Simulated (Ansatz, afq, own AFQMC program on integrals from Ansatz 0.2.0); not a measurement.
## SiN2H3, doublet: AFQMC among the cluster methods

```yaml
atoms:
  - { symbol: N, position_ang: [-1.4496, 0.3300, -0.3411] }
  - { symbol: Si, position_ang: [0.0225, -0.5241, -0.4911] }
  - { symbol: N, position_ang: [1.2382, 0.0729, 0.4007] }
  - { symbol: H, position_ang: [-2.2871, 0.0661, -0.8434] }
  - { symbol: H, position_ang: [-1.5681, 1.1438, 0.2535] }
  - { symbol: H, position_ang: [2.1958, -0.2513, 0.4844] }
```

Connectivity, by distances: NH2–Si–NH.

Basis def2-TZVP. Noble-gas cores (and the filled d shells of Ga–Kr and In–Xe) are frozen. AFQMC by an in-house program on the Cholesky factors that Ansatz 0.2.0 writes for its CCSD(T) run. The CISD trial takes its coefficients from CCSD amplitudes. Released means that phaseless walkers are propagated on without the constraint, phases kept. Uncertainties: one standard error, sampling alone.

Determinant: UHF, the one that the program's search chose, which needn't be the lowest solution. The geometry is a PBE0/def2-SVP stationary point of this or a neighbouring charge and spin state.

No full CI on the walks' own integrals is used here. The released AFQMC energy serves as the reference, which it does only where one determinant dominates, the energy is flat over the last release times and near the phaseless one (40 meV or 2 meV an electron, half that with transition metals). On small molecules, where full CI could be run and the noise was under 10 meV, such values lay within 10 meV of it in 19 cases of 20, a flattering rate, since the rule was set on those same cases; what remains of the bias isn't in the error bar.

Cautions: unrestricted determinant slightly spin contaminated (⟨S²⟩ 0.83 against 0.75); the released value is read at 0.99 1/Eh with a noise of 14 meV, more than in the cases checked, later times being too noisy (meV from the phaseless value at times in 1/Eh: -18 ± 12 at 0.24, -23 ± 11 at 0.51, -30 ± 14 at 0.99, -48 ± 19 at 1.50).

```
T1 diagnostic                               : 0.0386
weight of the determinant in the CISD state : 0.792
⟨S²⟩ of the determinant                     : 0.826
size of the correlated space                : 17 electrons in 110 orbitals
```

| level | correlation energy (eV) |
| --- | --- |
| MP2 | -13.4724 |
| CCSD | -14.3014 |
| CCSD(T) | -14.9421 |

Question: Estimate where phaseless AFQMC with a CISD trial lies against CCSD(T) on the same integrals.

Answer: 0.89 ± 0.33 mEh below CCSD(T).

Reference: AFQMC with the constraint released, correlation energy -14.996 ± 0.014 eV.

```tsv
level	E − E(reference) (mEh)	share of correlation (%)
CCSD(T)	1.98 ± 0.53	99.64
ph-AFQMC/CISD	1.09 ± 0.63	99.80
```

Released energies are given only where the last usable release times agree within the noise; a slower fall can still hide under it.
